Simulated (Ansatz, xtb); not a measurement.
# C3H2O: which of two isomers lies lower

Structure X: `C#CC=O`, a singlet. Structure Y: `O=C1C=C1`, a singlet. Both are isolated molecules in the gas phase, relaxed with PBE0-D3(BJ)/def2-SVP.

Problem. Estimate E(Y) − E(X) at the level CCSD(T)/def2-TZVPP.

Solution. Calculated at CCSD(T)/def2-TZVPP: E(Y) − E(X) = +28.4 kJ/mol, so structure X lies lower.

How the difference moves with the method:

| level | geometry | E(Y) − E(X) (kJ/mol) | departure from the last row (kJ/mol) | job, with rough time for the two |
| --- | --- | --- | --- | --- |
| GFN2-xTB | GFN2-xTB | +7.0 | −21.4 | optimisation, 0.51 s |
| HF/STO-3G | GFN2-xTB | +62.9 | +34.6 | single point, 0.99 s |
| r2SCAN-D4/def2-SVP | GFN2-xTB | −11.1 | −39.5 | single point, 6.1 s |
| PBE0-D3(BJ)/def2-SVP | PBE0-D3(BJ)/def2-SVP | −17.0 | −45.4 | optimisation, 50 s |
| HF/def2-TZVPP | PBE0-D3(BJ)/def2-SVP | +18.9 | −9.5 | part of the CCSD(T) run |
| MP2/def2-TZVPP | PBE0-D3(BJ)/def2-SVP | +25.8 | −2.6 | part of the CCSD(T) run |
| CCSD(T)/def2-TZVPP | PBE0-D3(BJ)/def2-SVP | +28.4 |  | single point, 2.1 min |

As drawn, Y has 1 C–C, 1 C=C in place of 1 C≡C. Structure X has no ring, Y a 3-membered ring.

r2SCAN-D4/def2-SVP, PBE0-D3(BJ)/def2-SVP put the two in the other order. The largest departure from CCSD(T)/def2-TZVPP is that of PBE0-D3(BJ)/def2-SVP, 45.4 kJ/mol.

With harmonic frequencies from PBE0-D3(BJ)/def2-SVP (ideal gas, rigid rotor, one conformer each, 400 K, 1 atm): on the last row, ΔE + ΔZPE = +30.4, ΔH = +28.1, ΔG = +35.5 kJ/mol.

The correlated steps freeze 4 core orbitals. Programs: Ansatz 0.2.0, xtb 6.7.1; the last row on 1 thread of AMD EPYC (Zen 3) on a shared host.
